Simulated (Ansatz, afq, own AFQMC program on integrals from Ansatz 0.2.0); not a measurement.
# Where AFQMC and coupled cluster stand for Ge2⁺, quartet

```yaml
atoms:
  - { symbol: Ge, position_ang: [0.0000, 0.0000, 0.0000] }
  - { symbol: Ge, position_ang: [0.0000, 0.0000, 2.3831] }
```

Basis cc-pVTZ. Noble-gas cores (and the filled d shells of Ga–Kr and In–Xe) are frozen. Ansatz 0.2.0 and our own AFQMC program on the same integrals; the CISD trial comes from CCSD amplitudes, and released means the phaseless constraint is let go. Error bars are statistical, one sigma. No spin–orbit coupling.

Determinant: UHF, the one that the program's search chose, which needn't be the lowest solution. The geometry is a PBE0/def2-TZVP stationary point of this or a neighbouring charge and spin state.

No full CI on the walks' own integrals is used here; CCSDT(Q) serves as the reference and is uncertain by about the last step of the cluster series.

Cautions: no relativity below Rb; no spin-orbit coupling; inner d shell frozen; lower spins were not checked; the released energies have errors that jump between times, so the bars are unsure, so no released level is given (meV from the phaseless value at times in 1/Eh: 6 ± 16 at 0.24, -14.7 ± 1.7 at 0.51, -22.4 ± 1.4 at 0.99, -17 ± 11 at 1.62, -31.6 ± 2.2 at 2.40).

- T1 diagnostic: 0.0200
- weight of the determinant in the CISD state: 0.877
- ⟨S²⟩ of the determinant: 3.763
- size of the correlated space: 7 electrons in 58 orbitals

```json
{"level": "MP2", "correlation energy (eV)": "-3.3478"}
{"level": "CCSD", "correlation energy (eV)": "-3.9981"}
{"level": "CCSD(T)", "correlation energy (eV)": "-4.2340"}
```

Question: Estimate where phaseless AFQMC with a CISD trial lies against CCSD(T) on the same integrals.

Answer: 0.43 ± 0.06 kcal/mol below CCSD(T).

Reference: CCSDT(Q), correlation energy -4.294 eV.

```json
{"level": "CCSD(T)", "E − E(reference) (kcal/mol)": "1.38", "share of correlation (%)": "98.61"}
{"level": "CCSDT", "E − E(reference) (kcal/mol)": "0.39", "share of correlation (%)": "99.61"}
{"level": "ph-AFQMC/CISD", "E − E(reference) (kcal/mol)": "0.95 ± 0.06", "share of correlation (%)": "99.04"}
```

A walk keeps the symmetry of its determinant, which the program's search chose and which needn't be the lowest solution, so a lower state of the same spin and another symmetry isn't excluded.
